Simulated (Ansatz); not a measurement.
**CCl2: interaction energy of a dimer with the counterpoise correction**

How strongly do two molecules of CCl2 bind, and how much of that is basis error? A script is to give the interaction energy of a dimer with the counterpoise correction; the system is CCl2. SMILES: Cl[C]Cl.

All numbers are computed with Ansatz 0.2.0, driven from Python. Level of theory: Hartree-Fock/def2-SVPD.

### Step 1. The structure

Bond lengths: Cl1–C2 1.653 Å, C2–Cl3 1.653 Å. Angles: Cl1–C2–Cl3 128.3°.

No structure file is read: the coordinates are typed or built in the script.

### Step 2. The code

ccl2_dimer.py reads:

```python
from dataclasses import dataclass

import ansatz as az


@dataclass
class Options:
    basis: str = "def2-SVPD"
    xc: str = "HF"


opts = Options()

FIRST = [
    ("Cl", (1.2806, -0.4498, 0.6555)),
    ("C", (-0.1692, -0.4276, -0.1387)),
    ("Cl", (-1.1114, 0.8774, -0.5168)),
]
SECOND = [
    ("Cl", (-6.2433, 2.4033, 1.4523)),
    ("C", (-4.9508, 2.1311, 0.4579)),
    ("Cl", (-4.1927, 0.6987, 0.1306)),
]

def energy(atoms, ghosts=()):
    molecule = az.Crystal.molecule()
    for symbol, xyz in atoms:
        molecule = molecule.atom(symbol, xyz)
    calc = (
        molecule.calculation()
        .basis(gaussian=opts.basis)
        .functional(opts.xc)
    )
    deck = calc.input()
    if ghosts:
        deck = deck.set(az.key.basis.gaussian.ghost_atoms, [{"symbol": s, "position_ang": list(xyz)} for s, xyz in ghosts])
    return az.Session.from_dict(deck).plan().execute().report["free_energy_ev"]


def main() -> None:
    both = energy(FIRST + SECOND)
    alone = energy(FIRST) + energy(SECOND)
    ghosted = energy(FIRST, SECOND) + energy(SECOND, FIRST)
    print(f"dimer {both:.6f} eV")
    print(f"interaction, uncorrected   {23.060548 * (both - alone):8.3f} kcal/mol")
    print(f"interaction, counterpoise  {23.060548 * (both - ghosted):8.3f} kcal/mol")
    print(f"basis-set superposition    {23.060548 * (alone - ghosted):8.3f} kcal/mol")


if __name__ == "__main__":
    main()
```

### Step 3. What the engine is handed

The package turns the script's settings into the engine's input (first run):

```yaml
crystal:
  periodic: [false, false, false]
  atoms:
    - { symbol: Cl, position_ang: [1.2806, -0.4498, 0.6555] }
    - { symbol: C, position_ang: [-0.1692, -0.4276, -0.1387] }
    - { symbol: Cl, position_ang: [-1.1114, 0.8774, -0.5168] }
    - { symbol: Cl, position_ang: [-6.2433, 2.4033, 1.4523] }
    - { symbol: C, position_ang: [-4.9508, 2.1311, 0.4579] }
    - { symbol: Cl, position_ang: [-4.1927, 0.6987, 0.1306] }
basis:
  gaussian:
    orbitals: def2-SVPD
hamiltonian:
  xc: hf
```

### Step 4. The run

Command:

```bash
$ python ccl2_dimer.py
```

**Question.** How large is the interaction at this pose, and how much of it is basis-set superposition?

The runs gave:

| quantity | value |
| --- | --- |
| interaction energy, uncorrected | 2.455 kcal/mol |
| interaction energy, counterpoise | 3.151 kcal/mol |
| runs compared | 5 |

In words: The pair is unbound at this geometry and level. Uncorrected it is 2.455 kcal/mol, with the counterpoise correction 3.151 kcal/mol; the difference, 0.696 kcal/mol, is the superposition error. In this basis both values are repulsive. What to keep in mind:
- The dimer is a generated trial pose of unrelaxed monomers, not a minimum, so the figure is no binding energy, and the basis set is small.
- This level lacks the dispersion part of the attraction (electrostatics and induction are there), which can decide the sign where the interaction is weak.
